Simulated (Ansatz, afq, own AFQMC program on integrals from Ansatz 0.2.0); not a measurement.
**GaNH$_{3}$S, doublet in def2-TZVP, levels against AFQMC with the constraint released**

| atom | x (Å) | y (Å) | z (Å) |
| --- | --- | --- | --- |
| N | 1.4982 | 0.0555 | 0.6408 |
| Ga | -0.1807 | -0.0556 | -0.0604 |
| S | -1.5709 | 1.6301 | 0.4592 |
| H | 2.2026 | -0.6621 | 0.5219 |
| H | 1.7709 | 0.7410 | 1.3377 |
| H | -2.6104 | 1.1072 | -0.2249 |

Connectivity, by distances: NH2–Ga–SH.

Basis def2-TZVP. Noble-gas cores (and the filled d shells of Ga–Kr and In–Xe) are frozen. Integrals, coupled cluster, full CI and functionals: Ansatz 0.2.0; the random walks run on the same integrals in our own AFQMC program. ph-AFQMC/CISD is guided by a CISD state made of CCSD amplitudes; releasing the constraint for a short imaginary time cuts its bias at the price of noise, slowly where states lie close. ± is one standard error of the sampling. No spin–orbit coupling.

Determinant: UHF, the one that the program's search chose, which needn't be the lowest solution. The geometry is a PBE0/def2-SVP stationary point of this or a neighbouring charge and spin state.

No full CI on the walks' own integrals is used here. The released AFQMC energy serves as the reference, which it does only where one determinant dominates, the energy is flat over the last release times and near the phaseless one (40 meV or 2 meV an electron, half that with transition metals). On small molecules, where full CI could be run and the noise was under 10 meV, such values lay within 10 meV of it in 19 cases of 20, a flattering rate, since the rule was set on those same cases; what remains of the bias isn't in the error bar.

Cautions: no relativity below Rb; no spin-orbit coupling; inner d shell frozen; the ph-AFQMC/HF walk drifts between its halves (3.0 errors); the released value is read at 1.50 1/Eh with a noise of 11 meV, more than in the cases checked (meV from the phaseless value at times in 1/Eh: -20 ± 9 at 0.24, -23 ± 8 at 0.51, -44 ± 9 at 0.99, -29 ± 11 at 1.50).

- T1 diagnostic: 0.0146
- weight of the determinant in the CISD state: 0.829
- ⟨S²⟩ of the determinant: 0.757
- size of the correlated space: 17 electrons in 114 orbitals

```
  level  correlation energy (eV)
    MP2                 -11.9463
   CCSD                 -12.7960
CCSD(T)                 -13.3348
```

Problem. Estimate where phaseless AFQMC with a CISD trial lies against CCSD(T) on the same integrals.

Solution. 0.89 ± 0.22 kcal/mol below CCSD(T).

Reference: AFQMC with the constraint released, correlation energy -13.402 ± 0.011 eV.

```json
{"level": "CCSD(T)", "E − E(reference) (kcal/mol)": "1.56 ± 0.26", "share of correlation (%)": "99.50"}
{"level": "ph-AFQMC/HF", "E − E(reference) (kcal/mol)": "-1.58 ± 0.78", "share of correlation (%)": "100.51"}
{"level": "ph-AFQMC/CISD", "E − E(reference) (kcal/mol)": "0.66 ± 0.34", "share of correlation (%)": "99.79"}
```

Released energies are given only where the last usable release times agree within the noise; a slower fall can still hide under it.
